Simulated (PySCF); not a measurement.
Acetonitrile, C₂H₃N, SMILES CC#N, point group C3v.

Level: B3LYP/pcSseg-1 in PySCF (density fitting, grid level 2); geometry and Hessian at that level, cubic constants and property derivatives from steps of ±0.6 along each species' dimensionless normal coordinates, second-order vibrational perturbation theory. The parent has the commonest isotopes.

Equilibrium geometry (Å):

| atom | x | y | z |
| --- | --- | --- | --- |
| C1 | -0.4863 | 0.0086 | -0.0165 |
| C2 | 0.9701 | -0.0132 | -0.0102 |
| N3 | 2.1230 | -0.0304 | -0.0053 |
| H4 | -0.8749 | -0.8316 | -0.6003 |
| H5 | -0.8704 | -0.0669 | 1.0056 |
| H6 | -0.8490 | 0.9414 | -0.4596 |

Problem. How much do zero-point and thermal motion change the parent's shieldings?

Solution. 
| atom | σe (ppm) | anharmonic part, 0 K | harmonic part, 0 K | Δσ at 0 K | Δσ at 298.15 K | Δσ at 500 K |
| --- | --- | --- | --- | --- | --- | --- |
| C1 | 178.94 | -1.67 | -1.62 | -3.29 | -3.51 | -3.76 |
| C2 | 61.82 | 0.02 | -1.60 | -1.58 | -1.74 | -1.97 |
| N3 | -41.71 | -0.26 | -5.41 | -5.67 | -6.80 | -8.64 |
| H4 | 29.74 | -0.27 | -0.36 | -0.63 | -0.65 | -0.68 |

Problem. And the bond lengths, in the parent and with ²H at 4?

Solution. 
```tsv
bond	re (Å)	⟨r⟩ at 0 K	between mean positions	⟨r⟩, labelled
C1–C2	1.4566	1.4630	1.4604	1.4631
C2–N3	1.1531	1.1578	1.1531	1.1577
C1–H4	1.0945	1.1158	1.1034	1.1100
```

The study (210 SCF points, 66 basis functions) took 6 min on 1 thread of Arm Neoverse V2, on a host shared with other jobs (rough), peak memory 0.37 GiB, launched as `OMP_NUM_THREADS=1 python ens_run.py task.json out`.
